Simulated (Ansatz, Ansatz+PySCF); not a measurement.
```xyz
2

B     0.0000    0.0000   -0.8768
F     0.0000    0.0000    0.4871
```

RHF on singlet BF was run in several spherical basis sets with Ansatz (development build ahead of 0.2.0).

Rank the basis sets by the total energy that they give, lowest first, with the distance from the lowest.
A. cc-pVTZ
B. def2-TZVP
C. 6-31G(d)
D. cc-pVDZ
E. def2-SVP

B (0.00 eV), A (0.18 eV), D (1.37 eV), C (1.60 eV), E (4.33 eV).

Totals follow the description of the cores as much as that of the bonds, so this order isn't one of quality for chemistry.
